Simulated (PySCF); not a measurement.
Stretching LiN

Set-up: PySCF, no relativity, basis sets Li 3-21G, N 3-21G. Energies in eV from Li + N in their ground configurations at the same level. State: ³Σ⁻ (triplet), unpaired electrons π ↑↑.

All columns are B2PLYP. A positive dipole means Li(−)N(+).

```tsv
R (Å)	E (eV)	μ (D)	Mulliken charge on Li (basis-dependent)	HOMO (eV)	LUMO (eV)	Mayer bond order	⟨S²⟩
1.625	-0.890	-5.93	0.46	-5.09	-0.89	0.96	2.01
1.701	-1.128	-5.98	0.44	-5.02	-0.91	0.98	2.01
1.777	-1.260	-5.99	0.42	-4.92	-0.94	0.99	2.02
1.833	-1.308	-5.97	0.41	-4.83	-0.97	1.00	2.03
1.890	-1.322	-5.89	0.39	-4.74	-0.99	1.00	2.04
1.947	-1.310	-5.75	0.38	-4.65	-1.01	0.99	2.06
2.022	-1.261	-5.36	0.35	-4.52	-1.01	0.98	2.11
2.117	-1.159	-4.58	0.30	-4.42	-0.96	0.93	2.22
2.230	-1.013	-3.62	0.24	-4.36	-0.91	0.84	2.35
2.381	-0.823	-2.62	0.18	-4.32	-0.84	0.70	2.50
```

A fit through these points gives, at Re = 1.890 Å, μ = -5.90 D and dμ/dR = 1.83 D/Å; the reduced mass is 4.674 u.

Question: How strong is the fundamental in the double-harmonic approximation, I = 42.26·(dμ/dR)²/μred km/mol?

Answer: I = 42.26·(1.83)²/4.674 = 30.3 km/mol at B2PLYP.

Correlated steps freeze 1 core orbital. ⟨S²⟩ of the unrestricted solution departs from its pure value on part of the curve, where spin states mix. B2PLYP dipoles, levels and charges come from its SCF part alone. 3-21G is very small, so such numbers show the basis as much as the molecule. The state was picked by a PBE0 search and need not be the measured ground state.
